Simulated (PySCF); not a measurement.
Compound: C5H6S.
SMILES: `Cc1ccsc1`

Level of theory: PySCF, LC-wPBE/6-31G* geometry optimisation, gas phase.

Masses are those of the commonest isotopes; rigid-rotor values at the optimised geometry. 

Q: Give the principal moments of inertia and the rotational constants in cm⁻¹.

A: Ia = 71.90, Ib = 204.47, Ic = 273.24 u·Å²; 505379 MHz·u·Å²/I gives 7029, 2472 and 1850 MHz, that is A = 0.23446, B = 0.08244, C = 0.06170 cm⁻¹.

Q: Classify the top.

A: An asymmetric top: κ = (2 × 2472 − 7029 − 1850)/(7029 − 1850) = -0.76.

Q: Is it planar, by Δ = Ic − Ia − Ib?

A: Not planar: Δ = Ic − Ia − Ib = -3.14 u·Å². For a rigid frame Δ = −2 Σ m c², so Σ m c² = 1.57 u·Å² lies off the ab plane, practically all of it from hydrogen. The atom farthest from that plane is 0.90 Å away.

Q: Give the other two planar moments, Paa and Pbb, and the rms extents of the mass along the axes.

A: Paa = Σ m a² = (Ib + Ic − Ia)/2 = 202.91 and Pbb = Σ m b² = (Ia + Ic − Ib)/2 = 70.33 u·Å². With the mass M = 98.02 u, the rms extents √(P/M) along a, b and c are 1.44, 0.85, 0.13 Å.

Q: Give the coordinates in the principal-axis frame, origin at the centre of mass.

A: The sense of each axis is arbitrary; atoms in the order of the calculation.
```tsv
atom	mass (u)	a (Å)	b (Å)	c (Å)
C1	12.000	-2.539	-0.255	-0.001
C2	12.000	-1.055	-0.045	0.001
C3	12.000	-0.430	1.244	0.000
C4	12.000	0.925	1.177	0.000
S5	31.972	1.477	-0.442	-0.001
C6	12.000	-0.127	-1.040	0.002
H7	1.008	-2.789	-1.319	0.027
H8	1.008	-2.996	0.173	-0.898
H9	1.008	-3.006	0.223	0.866
H10	1.008	-0.983	2.178	0.000
H11	1.008	1.630	1.998	0.001
H12	1.008	-0.311	-2.107	0.003
```

Q: List the rotational levels J(Ka,Kc) to J = 3 (K).

A: Above 0(0,0), as E/k:
J = 1: 1(0,1) 0.207, 1(1,1) 0.426, 1(1,0) 0.456
J = 2: 2(0,2) 0.619, 2(1,2) 0.811, 2(1,1) 0.901, 2(2,1) 1.557, 2(2,0) 1.560
J = 3: 3(0,3) 1.230, 3(1,3) 1.387, 3(1,2) 1.566, 3(2,2) 2.179, 3(2,1) 2.193, 3(3,1) 3.349, 3(3,0) 3.349
Those of J = 1 are B + C, A + C and A + B.

Q: Which lines would a microwave search look for?

A: The dipole components are |μa| = 0.95 D, |μb| = 0.34 D, |μc| = 0.00 D; the mirror of this Cs structure is the ab plane, so μc vanishes by symmetry and there are no c-type lines. The squared components, which scale the intensities, stand as 1.00 : 0.13 (a : b). Some lines, for components of 0.1 D or more:

```json
{"type": "a", "branch": "Q", "J(Ka,Kc)": "1(1,0) ← 1(1,1)", "MHz": "622", "lower level (cm⁻¹)": "0.296"}
{"type": "a", "branch": "Q", "J(Ka,Kc)": "2(1,1) ← 2(1,2)", "MHz": "1866", "lower level (cm⁻¹)": "0.564"}
{"type": "a", "branch": "Q", "J(Ka,Kc)": "3(1,2) ← 3(1,3)", "MHz": "3728", "lower level (cm⁻¹)": "0.964"}
{"type": "a", "branch": "R", "J(Ka,Kc)": "1(0,1) ← 0(0,0)", "MHz": "4321", "lower level (cm⁻¹)": "0.000"}
{"type": "b", "branch": "R", "J(Ka,Kc)": "4(1,3) ← 3(2,2)", "MHz": "5621", "lower level (cm⁻¹)": "1.514"}
{"type": "a", "branch": "R", "J(Ka,Kc)": "2(1,2) ← 1(1,1)", "MHz": "8020", "lower level (cm⁻¹)": "0.296"}
{"type": "b", "branch": "R", "J(Ka,Kc)": "3(0,3) ← 2(1,2)", "MHz": "8735", "lower level (cm⁻¹)": "0.564"}
{"type": "a", "branch": "R", "J(Ka,Kc)": "3(1,3) ← 2(1,2)", "MHz": "11995", "lower level (cm⁻¹)": "0.564"}
{"type": "b", "branch": "Q", "J(Ka,Kc)": "4(2,2) ← 4(1,3)", "MHz": "12476", "lower level (cm⁻¹)": "1.702"}
{"type": "b", "branch": "Q", "J(Ka,Kc)": "3(2,1) ← 3(1,2)", "MHz": "13072", "lower level (cm⁻¹)": "1.088"}
{"type": "b", "branch": "Q", "J(Ka,Kc)": "2(2,0) ← 2(1,1)", "MHz": "13731", "lower level (cm⁻¹)": "0.626"}
{"type": "a", "branch": "R", "J(Ka,Kc)": "3(1,2) ← 2(1,1)", "MHz": "13858", "lower level (cm⁻¹)": "0.626"}
{"type": "b", "branch": "Q", "J(Ka,Kc)": "2(2,1) ← 2(1,2)", "MHz": "15538", "lower level (cm⁻¹)": "0.564"}
{"type": "a", "branch": "R", "J(Ka,Kc)": "4(1,4) ← 3(1,3)", "MHz": "15932", "lower level (cm⁻¹)": "0.964"}
{"type": "b", "branch": "R", "J(Ka,Kc)": "2(2,1) ← 1(1,0)", "MHz": "22936", "lower level (cm⁻¹)": "0.317"}
{"type": "b", "branch": "Q", "J(Ka,Kc)": "3(3,1) ← 3(2,2)", "MHz": "24377", "lower level (cm⁻¹)": "1.514"}
{"type": "b", "branch": "R", "J(Ka,Kc)": "3(2,1) ← 2(1,2)", "MHz": "28795", "lower level (cm⁻¹)": "0.564"}
{"type": "b", "branch": "Q", "J(Ka,Kc)": "4(4,0) ← 4(3,1)", "MHz": "33956", "lower level (cm⁻¹)": "2.909"}
{"type": "b", "branch": "R", "J(Ka,Kc)": "4(3,2) ← 3(2,1)", "MHz": "41477", "lower level (cm⁻¹)": "1.524"}
{"type": "b", "branch": "R", "J(Ka,Kc)": "4(4,0) ← 3(3,1)", "MHz": "51374", "lower level (cm⁻¹)": "2.328"}
```

Whether it is a minimum is left open (no frequencies). No vibrational averaging or centrifugal distortion is included, and the geometry carries the error of its method. A rigid rotor knows nothing of internal rotation, which can split or shift real lines.
